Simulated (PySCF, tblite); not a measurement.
# Complex of hydrogen fluoride and 4 × water

A gas-phase complex of hydrogen fluoride and 4 × water; neutral, singlet. The structure comes from a short search (6 tight-binding starts) and was relaxed by PBE0-D3(BJ)/def2-SVPD; another way of binding may lie lower. No frequency run checks that it is a minimum.

```csv
part,name,SMILES,atoms,charge,multiplicity
1,hydrogen fluoride,F,1–2,0,1
2,water,O,3–5,0,1
3,water,O,6–8,0,1
4,water,O,9–11,0,1
5,water,O,12–14,0,1
```

Coordinates in Å:
```
F1      0.024    0.247    0.498
H2     -0.818   -0.303    0.721
O3     -1.917   -1.100    0.810
H4     -1.649   -1.814    0.206
H5     -2.662   -0.608    0.379
O6     -3.602    0.518   -0.438
H7     -4.288    0.997    0.034
H8     -2.914    1.181   -0.677
O9     -1.442    2.074   -0.857
H10    -1.082    2.266   -1.725
H11    -0.767    1.543   -0.392
O12    -0.074   -2.207   -0.920
H13     0.381   -1.416   -0.597
H14     0.566   -2.921   -0.884
```

```
 contact  kind (by geometry)  distance (Å)  angle (°)
 H2···O3       hydrogen bond         1.360        171
 H5···O6       hydrogen bond         1.679        165
 H8···O9       hydrogen bond         1.731        165
H11···F1       hydrogen bond         1.759        162
H4···O12       hydrogen bond         1.975        136
H13···F1       hydrogen bond         2.023        140
```

Deforming the relaxed parts to their shape here costs 7.5 kcal/mol, which the interaction energies leave out.

Interaction energies are complex less parts, with the parts frozen as they stand in it; counterpoise-corrected, in kcal/mol (PySCF).

(1) How strongly do the parts interact, level by level?

(2) What holds them together? Decompose the wB97M-D3(BJ)/def2-SVPD energy: frozen parts, their antisymmetrised product, then relaxation.

The parts were also relaxed and run alone, at the levels used for the complex: shieldings by PBE0/pcSseg-1; core levels by delta-SCF with SCAN, pcX-2 on the ionised atom and pcseg-1 elsewhere, spin-free X2C.

Values alone: F1–H2 bond (Å): 0.920; shielding of H2 (ppm): 29.25; shielding of O3 (ppm): 335.3; shielding of H5 (ppm): 30.93; shielding of O6 (ppm): 335.3; F1 1s core level (eV): 694.12; O3 1s core level (eV): 539.76; O6 1s core level (eV): 539.76.

(3) What does binding change?

## Answers

(1) 
| level | interaction | superposition error removed |
| --- | --- | --- |
| wB97M-D3(BJ)/def2-SVPD | -45.66 | -2.92 |
| PBE0-D3(BJ)/def2-SVPD | -49.15 | -3.11 |

(2) electrostatic -84.1, Pauli repulsion +100.9, orbital relaxation -60.7, dispersion correction -4.7 kcal/mol, which sum to the value before the counterpoise correction; the Pauli term holds the exchange-correlation of the frozen density too. Of the attraction, 56 % is electrostatic, 41 % is orbital relaxation, 3 % is dispersion correction.

(3) 
```csv
property,alone,in the complex,change
F1–H2 bond (Å),0.920,1.030,+0.110
shielding of H2 (ppm),29.25,16.84,-12.42
shielding of O3 (ppm),335.3,291.5,-43.8
shielding of H5 (ppm),30.93,23.09,-7.84
shielding of O6 (ppm),335.3,318.1,-17.2
F1 1s core level (eV),694.12,691.59,-2.53
O3 1s core level (eV),539.76,539.35,-0.41
O6 1s core level (eV),539.76,539.28,-0.48
```

Density functionals tend to overstate the lengthening and the red shift of so strongly bound an X–H bond.

The 4 runs behind this took 4.3 min in all, one thread each of Arm Neoverse N1 on a shared host, launched as `OMP_NUM_THREADS=1 python cluster_run.py task.json out`.
